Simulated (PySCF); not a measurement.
**CH3LiS (SMILES [Li][S]C): levels of theory compared**

Wanted: a comparison of 5 runs (HF/STO-3G, HF/3-21G, B3LYP/6-31G*, MP2/3-21G, CCSD(T)/def2-TZVP) of CH3LiS. The job is set up through a Python script.

Program for the calculation: PySCF 2.14.0.

## 1. The system as given

CH3LiS has 6 atoms, charge 0, and is taken as a singlet. As SMILES, `[Li][S]C`. The shape is that of a PBE0-D4/def2-TZVP optimisation.

Bond lengths: Li1–S2 2.134 Å, S2–C3 1.823 Å, C3–H4 1.092 Å, C3–H5 1.091 Å, C3–H6 1.092 Å. Angles: Li1–S2–C3 108.6°, S2–C3–H4 112.0°, S2–C3–H5 108.5°, S2–C3–H6 111.8°, H4–C3–H5 107.8°, H4–C3–H6 108.8°, H5–C3–H6 107.8°.

## 2. Energy and forces at HF/STO-3G (run 1)

The input, input.py:

```python
from pyscf import gto

molecule = gto.M(
    atom='''
Li      -0.494400      -2.350700       1.017300
S       -1.086700      -0.738300      -0.248500
C        0.207600       0.544000      -0.201600
H        1.180800       0.155200      -0.507000
H       -0.067000       1.338000      -0.897700
H        0.301800       0.987700       0.791300
''',
    verbose=3,
    basis='sto-3g',
    max_memory=1860,
    spin=0,
)

mf = molecule.RHF()
mf.conv_tol = 1e-10
mf.kernel()
if not mf.converged:
    mf = mf.newton().run(mf.mo_coeff, mf.mo_occ)

e_tot = mf.e_tot
print('E(%s) = %.9f' % ('HF', e_tot))
grad = mf.nuc_grad_method().kernel()
mf.analyze()
```

On the command line:

```console
$ OMP_NUM_THREADS=1 python input.py
```

What it wrote:

```text
converged SCF energy = -439.689858009845
E(HF) = -439.689858010
--------------- RHF gradients ---------------
         x                y                z
0 Li     0.0071264582    -0.0171525889     0.0139433951
1 S    -0.0114796528     0.0123187535    -0.0138863344
2 C     0.0019174453     0.0065940211    -0.0020792928
3 H     0.0045005912    -0.0046298293    -0.0028446475
4 H    -0.0003354579     0.0015011527    -0.0013337464
5 H    -0.0017293840     0.0013684909     0.0062006261
----------------------------------------------
**** MO energy ****
MO #1   energy= -90.684099430326   occ= 2
MO #2   energy= -11.0177119675937  occ= 2
MO #3   energy= -8.58460301902491  occ= 2
MO #4   energy= -6.21702280534091  occ= 2
MO #5   energy= -6.21417886055456  occ= 2
MO #6   energy= -6.21373414372419  occ= 2
MO #7   energy= -2.34652829003056  occ= 2
MO #8   energy= -0.923410958164736 occ= 2
MO #9   energy= -0.722455838393714 occ= 2
MO #10  energy= -0.515815802286251 occ= 2
MO #11  energy= -0.515162533785963 occ= 2
MO #12  energy= -0.366961998642835 occ= 2
MO #13  energy= -0.230155328862196 occ= 2
MO #14  energy= -0.205244723531452 occ= 2
MO #15  energy= 0.0862767474050369 occ= 0
MO #16  energy= 0.172593733090247  occ= 0
MO #17  energy= 0.199421680853765  occ= 0
MO #18  energy= 0.402075584501158  occ= 0
MO #19  energy= 0.526847844972021  occ= 0
MO #20  energy= 0.723600969216581  occ= 0
MO #21  energy= 0.728927580216057  occ= 0
MO #22  energy= 0.771020051424954  occ= 0
 ** Mulliken atomic charges  **
charge of    0Li =      0.27745
charge of    1S =     -0.21274
charge of    2C =     -0.15905
charge of    3H =      0.03312
charge of    4H =      0.02822
charge of    5H =      0.03300
Dipole moment(X, Y, Z, Debye):  1.28108, -2.52896,  2.18268
```

Run time: 3 s. Hardware: 1 thread of Intel Xeon at 2.50GHz (Skylake/Cascade Lake), shared host; peak memory 0.12 GiB.

## 3. Energy and forces at HF/3-21G (run 2)

The input, start.xyz:

```xyz
6
CH3LiS
Li    -0.494400    -2.350700     1.017300
S     -1.086700    -0.738300    -0.248500
C      0.207600     0.544000    -0.201600
H      1.180800     0.155200    -0.507000
H     -0.067000     1.338000    -0.897700
H      0.301800     0.987700     0.791300
```

The input, run.py:

```python
import pyscf.grad
from pyscf import gto, scf

molecule = gto.Mole()
molecule.atom = 'start.xyz'
molecule.basis = '3-21g'
molecule.max_memory = 1860
molecule.verbose = 3
molecule.build()

myscf = scf.RHF(molecule)
myscf.conv_tol = 1e-10
myscf.kernel()
if not myscf.converged:
    myscf = myscf.newton().run(myscf.mo_coeff, myscf.mo_occ)

etot = myscf.e_tot
print(f'total energy: {etot:.8f} hartree')
grad = myscf.Gradients().kernel()
myscf.analyze()
```

On the command line:

```console
$ OMP_NUM_THREADS=1 python run.py
```

What it wrote:

```text
converged SCF energy = -442.394628167437
total energy: -442.39462817 hartree
--------------- RHF gradients ---------------
         x                y                z
0 Li    -0.0024103043     0.0111758071    -0.0077765465
1 S     0.0235689045     0.0125201655     0.0069447392
2 C    -0.0261408232    -0.0302538418     0.0015475400
3 H     0.0063074353    -0.0019360310    -0.0018857937
4 H    -0.0022969614     0.0053036808    -0.0050126422
5 H     0.0009717492     0.0031902194     0.0061827031
----------------------------------------------
**** MO energy ****
MO #1   energy= -91.2082286035695  occ= 2
MO #2   energy= -11.1586902926934  occ= 2
MO #3   energy= -8.8056441950998   occ= 2
MO #4   energy= -6.48172040581738  occ= 2
MO #5   energy= -6.47855675934639  occ= 2
MO #6   energy= -6.47734258170452  occ= 2
MO #7   energy= -2.45901464523513  occ= 2
MO #8   energy= -0.970260509882671 occ= 2
MO #9   energy= -0.773774653143093 occ= 2
MO #10  energy= -0.54562287063258  occ= 2
MO #11  energy= -0.544579629095124 occ= 2
MO #12  energy= -0.421280202143632 occ= 2
MO #13  energy= -0.302519180160119 occ= 2
MO #14  energy= -0.283121360200523 occ= 2
MO #15  energy= -0.00627895495549646 occ= 0
MO #16  energy= 0.0468526511685612 occ= 0
MO #17  energy= 0.0573996110438468 occ= 0
MO #18  energy= 0.103839015780649  occ= 0
MO #19  energy= 0.176454392206784  occ= 0
MO #20  energy= 0.195770265009008  occ= 0
MO #21  energy= 0.207550721595965  occ= 0
MO #22  energy= 0.290625400386656  occ= 0
MO #23  energy= 0.364045751483703  occ= 0
MO #24  energy= 0.366791513005725  occ= 0
MO #25  energy= 0.383688833279957  occ= 0
MO #26  energy= 0.391561918165071  occ= 0
MO #27  energy= 0.81207216193526   occ= 0
MO #28  energy= 0.837474946637216  occ= 0
MO #29  energy= 0.855787676741187  occ= 0
MO #30  energy= 0.971376038510692  occ= 0
MO #31  energy= 1.01305536836461   occ= 0
MO #32  energy= 1.03160470006026   occ= 0
MO #33  energy= 1.08217937119631   occ= 0
MO #34  energy= 1.36108387108268   occ= 0
MO #35  energy= 1.36921971832264   occ= 0
MO #36  energy= 1.41038657085152   occ= 0
MO #37  energy= 2.02882778573057   occ= 0
 ** Mulliken atomic charges  **
charge of    0Li =      0.75480
charge of    1S =     -0.71318
charge of    2C =     -0.32185
charge of    3H =      0.08644
charge of    4H =      0.10530
charge of    5H =      0.08849
Dipole moment(X, Y, Z, Debye):  2.91874, -4.80014,  4.45468
```

Run time: 3.3 s. Hardware: 1 thread of Intel Xeon at 2.50GHz (Skylake/Cascade Lake), shared host; peak memory 0.12 GiB.

Runs 3 to 4 aren't shown in full; the table further down has their settings and results.

## 4. The energy at CCSD(T)/def2-TZVP (run 5)

The input, job.py:

```python
# [Li][S]C
from pyscf import gto, scf, cc

mol = gto.M(
    atom='''
Li    -0.494400    -2.350700     1.017300
S     -1.086700    -0.738300    -0.248500
C      0.207600     0.544000    -0.201600
H      1.180800     0.155200    -0.507000
H     -0.067000     1.338000    -0.897700
H      0.301800     0.987700     0.791300
''',
    verbose=4,
    basis='def2-tzvp',
    max_memory=1860,
)

calc0 = scf.RHF(mol)
calc0.conv_tol = 1e-10
calc0.kernel()
if not calc0.converged:
    calc0 = calc0.newton().run(calc0.mo_coeff, calc0.mo_occ)

mycc = cc.CCSD(calc0, frozen=6)
mycc.kernel()
e_t = mycc.ccsd_t()
energy = mycc.e_tot + e_t
print('E(%s) = %.9f' % ('CCSD(T)', energy))
calc0.analyze()
```

On the command line:

```console
$ OMP_NUM_THREADS=1 python job.py
```

What it wrote:

```text
PySCF version 2.14.0

[... 98 lines left out ...]
DFT Exchange-Correlation Energy =      -33.179812473317639
[... 11 lines left out ...]
MO #10  energy= -0.540629209850146 occ= 2
[... 9 lines left out ...]
MO #20  energy= 0.20343221449568   occ= 0
[... 9 lines left out ...]
MO #30  energy= 0.557907117434066  occ= 0
[... 9 lines left out ...]
MO #40  energy= 0.812706521223813  occ= 0
[... 9 lines left out ...]
MO #50  energy= 1.77754697538487   occ= 0
[... 9 lines left out ...]
MO #60  energy= 2.04547548171469   occ= 0
[... 9 lines left out ...]
MO #70  energy= 2.47312127525876   occ= 0
[... 9 lines left out ...]
MO #80  energy= 3.41371064106254   occ= 0
[... 9 lines left out ...]
MO #90  energy= 4.62260502877332   occ= 0
[... 9 lines left out ...]
MO #100 energy= 23.2323018376559   occ= 0
[... 70 lines left out ...]
pop of  2 C 3dxz          0.00094
pop of  2 C 3dx2-y2       0.00158
pop of  2 C 4dxy          0.00011
pop of  2 C 4dyz          0.00030
pop of  2 C 4dz^2         0.00018
pop of  2 C 4dxz          0.00007
pop of  2 C 4dx2-y2       0.00021
pop of  2 C 4f-3          0.00063
pop of  2 C 4f-2          0.00025
pop of  2 C 4f-1          0.00099
pop of  2 C 4f+0          0.00045
pop of  2 C 4f+1          0.00004
pop of  2 C 4f+2          0.00006
pop of  2 C 4f+3          0.00043
pop of  3 H 1s            0.90421
pop of  3 H 2s            0.00399
pop of  3 H 3s            0.00196
pop of  3 H 2px           0.00096
pop of  3 H 2py           0.00031
pop of  3 H 2pz           0.00018
pop of  4 H 1s            0.88733
pop of  4 H 2s            0.00492
pop of  4 H 3s            0.00209
pop of  4 H 2px           0.00019
pop of  4 H 2py           0.00060
pop of  4 H 2pz           0.00056
pop of  5 H 1s            0.90220
pop of  5 H 2s            0.00409
pop of  5 H 3s            0.00198
pop of  5 H 2px           0.00007
pop of  5 H 2py           0.00027
pop of  5 H 2pz           0.00111
 ** Mulliken atomic charges  **
charge of    0Li =      0.77891
charge of    1S =     -0.73664
charge of    2C =     -0.32525
charge of    3H =      0.08840
charge of    4H =      0.10430
charge of    5H =      0.09028
Dipole moment(X, Y, Z, Debye):  2.63480, -4.79697,  4.28284
```

Wall time 47 s (1 thread of Intel Xeon at 2.50GHz (Skylake/Cascade Lake), shared host); peak memory 0.61 GiB.

## 5. The series

```
run                               level  integration grid  frozen core orbitals  energy (Eh)  dipole moment (D) of the reference  HOMO energy (eV)  LUMO energy (eV)  wall time
  1                           HF/STO-3G                 –                     –  -439.689858                                3.58             -5.58              2.35        3 s
  2                            HF/3-21G                 –                     –  -442.394628                                7.17             -7.70             -0.17      3.3 s
  3  B3LYP/6-31G* (spherical functions)                 5                     –  -445.649063                                6.28             -4.82             -1.53       24 s
  4                           MP2/3-21G                 –                     6  -442.545418                                7.17             -7.70             -0.17      5.8 s
  5                   CCSD(T)/def2-TZVP                 –                     6  -445.082153                                6.95             -7.66             -0.04       47 s
```

## 6. Results

| quantity | value |
| --- | --- |
| run 5: total energy | -445.08215 Eh |
| run 5: dipole moment (Hartree–Fock density) | 6.95 D |
| run 5: HOMO energy (Hartree–Fock orbitals) | -7.66 eV |
| run 5: LUMO energy (Hartree–Fock orbitals) | -0.04 eV |
| run 5: HOMO–LUMO gap (Hartree–Fock orbitals) | 7.62 eV |
| run 5: correlation energy (6 core orbitals frozen) | -437.2 mEh |
| run 5: (T) correction | -16.06 mEh |
| run 5: T1 diagnostic | 0.009 |

Over runs 1, 2, 3 the dipole moment (its size) runs from 3.58 D (HF/STO-3G) to 7.17 D (HF/3-21G). Over runs 1, 2, 3 the HOMO–LUMO gap runs from 3.29 eV (B3LYP/6-31G*) to 7.93 eV (HF/STO-3G). The two ends differ in method and basis. In run 1 the basis is minimal, so the values are rough. All runs together took 82 s, the longest 47 s.
